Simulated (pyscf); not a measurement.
Thermochemistry of product channels of H₃C–Al(CH₃)–Cl + H atom (H•) on the doublet surface, in eV, from ωB97M-D3(BJ)/def2-TZVP energies (ideal gas, 1 atm, RRHO with modes under 100 cm⁻¹ raised to 100, one conformer, R ln 2 for chiral ones without a mode under 150 cm⁻¹). Single points on ωB97X-D3(BJ)/def2-SVP structures (PySCF, gas phase).

| products | ΔE | ΔH(298 K) | ΔG(900 K) | ΔG(1200 K) |
|---|---|---|---|---|
| methane (CH₄) + [H₃C–Al–Cl]• | -1.07 | -0.87 | -1.03 | -1.03 |
| •H₂C–Al(CH₃)–Cl + hydrogen (H₂) | -0.13 | -0.18 | -0.33 | -0.38 |

These are energies of the channels, which say nothing of barriers.
